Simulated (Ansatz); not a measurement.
System (SMILES): [Cl][Al][Cl], doublet.
Atoms: Al1, Cl2, Cl3. Bonds: Al1-Cl2, Al1-Cl3.

Basis-set convergence of the harmonic zero-point energy at B3LYP with Ansatz (an electronic-structure program). Each level at its own minimum, finite differences of forces, unscaled; the reference is a large set that could be run, not a limit. Cartesian d functions, on some or all atoms, in 6-31+G*; all else is spherical. The program fits the integrals of some runs and decomposes those of others, by size. Open shells are unrestricted. No added dispersion term, no relativity. Reference: the value in aug-pcseg-2, 1.63 kcal/mol. Deviations are taken from unrounded values.

```
basis            functions  harmonic zero-point energy (kcal/mol)  minus reference (kcal/mol)
---------------  ---------  -------------------------------------  --------------------------
3-21G                   39                                   1.50                       -0.13
pcseg-0                 39                                   1.48                       -0.15
6-31+G*                 69                                   1.62                       -0.01
def2-SVPD               78                                   1.60                       -0.03
aug-pcseg-1             81                                   1.60                       -0.03
pcseg-2                102                                   1.64                        0.01
6-311++G(2d,2p)        105                                   1.61                       -0.02
def2-TZVPD             135                                   1.63                        0.00
def2-TZVPPD            150                                   1.63                        0.00
```

The smallest set listed that lies within 0.1 kcal/mol of the reference with all its larger relatives (same family, alike in diffuse functions; a set with none counts only in the reference's own line) is 6-31+G* (69 functions, -0.01 kcal/mol off). Inside, with no larger relative to test it: pcseg-2. (Relatives not listed, tested too: 6-311+G** -0.01, 6-311++G(3df,3pd) 0.00, aug-pcseg-2 0.00 kcal/mol.)
